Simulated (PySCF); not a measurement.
Compound: 4-methylisothiazole, C4H5NS.
SMILES with atom numbers: `[CH3:1][c:2]1[cH:3][n:4][s:5][cH:6]1` (hydrogens: H7, H8, H9 on C1; H10 on C3; H11 on C6)

A linear-response calculation (PySCF, def2-SVPD basis, gas phase, vertical, core orbitals frozen in the response) gave these numbers; the functional is withheld.

Orbital energies (eV): HOMO-3 -11.39, HOMO-2 -9.78, HOMO-1 -9.16, HOMO -8.48, LUMO 0.17, LUMO+1 1.07, LUMO+2 1.40.

| state | E (eV) | f | main configurations (H = HOMO, L = LUMO) |
| --- | --- | --- | --- |
| S1 | 5.56 | 0.125 | H→L (93%) |
| S2 | 5.76 | 0.0027 | H-2→L (96%) |
| S3 | 6.11 | 0.0000 | H→L+1 (50%), H→L+2 (25%) |
| S4 | 6.28 | 0.052 | H-1→L (91%) |
| S5 | 6.83 | 0.0006 | H-1→L+1 (47%), H-1→L+2 (24%), H→L+1 (14%) |
| S6 | 6.92 | 0.0036 | H→L+2 (47%), H→L+1 (25%), H→L+3 (8%) |

Triplets, Tamm–Dancoff:

```csv
state,E (eV),λ (nm),"main configurations (H = HOMO, L = LUMO)"
T1,4.03,307.8,"H→L (63%), H-1→L (31%)"
T2,4.23,293.1,"H-1→L (62%), H→L (34%)"
T3,5.05,245.6,H-2→L (92%)
T4,5.70,217.6,"H→L+1 (41%), H→L+2 (27%)"
```

Vertical ionisation energy by ΔSCF with the same functional: 9.31 eV. Mean static polarisability: 69.6 au.

Question: Name the functional.
A. PBE
B. B3LYP
C. CAM-B3LYP
D. HF

Answer: C. CAM-B3LYP is range-separated, 19% exact exchange at short range and 65% at long range (ω = 0.33 bohr⁻¹). In this run −ε(HOMO) = 8.48 eV differs from the ΔSCF value by -0.84 eV, and S1 differs from the orbital gap of 8.65 eV by -3.10 eV. The ratio −ε(HOMO)/IP is 0.91. Usual ranges for neutral molecules in this basis: 0.85 to 0.93 with CAM-B3LYP, 0.5 to 0.7 with PBE, 0.67 to 0.83 with B3LYP; with Hartree–Fock the ratio is 1 or more (Koopmans' value less the relaxation energy is the ΔSCF value). The other options: PBE, a GGA without exact exchange; HF, time-dependent Hartree–Fock, 100% exact exchange; B3LYP, a global hybrid with 20% exact exchange.

Computed, not measured: PySCF 2.14.0, density-fitted response routines, TDDFT CAM-B3LYP/def2-SVPD, vertical, gas phase, core orbitals frozen in the response. Geometry: PBE0-D3(BJ)/def2-SVP; no solvent, vibrations or thermal averaging.
